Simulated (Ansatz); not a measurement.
Results of LDA in Ansatz (plane waves, PAW) for trigonal Te.

Run with plane-wave cutoff 520 eV, 12×12×6 k mesh (along the axes of the cell as run), Fermi–Dirac smearing 0.01 eV, scalar-relativistic PAW data made under PBE.

Starting structure:

```
CELL_PARAMETERS angstrom
      4.46000     0.00000     0.00000
     -2.23000     3.86247     0.00000
      0.00000     0.00000     5.93000
ATOMIC_POSITIONS crystal
  Te 0.00000 0.26300 0.66667
  Te 0.73700 0.73700 0.00000
  Te 0.26300 0.00000 0.33333
```

Problem. Into what structure does the relaxation of cell and atoms lead at this level, with the symmetry of the start kept?

Solution. The volume shrinks by 8.1 %; final space group P3_121.
```
CELL_PARAMETERS angstrom
      4.27713     0.00000     0.00000
     -2.13857     3.70410     0.00000
      0.00000     0.00000     5.92577
ATOMIC_POSITIONS crystal
  Te 0.00000 0.28663 0.66667
  Te 0.71337 0.71337 0.00000
  Te 0.28663 0.00000 0.33333
```

Note: the solid has no gap at this level, which affects its response.

Ansatz is a quantum-chemistry and plane-wave program.
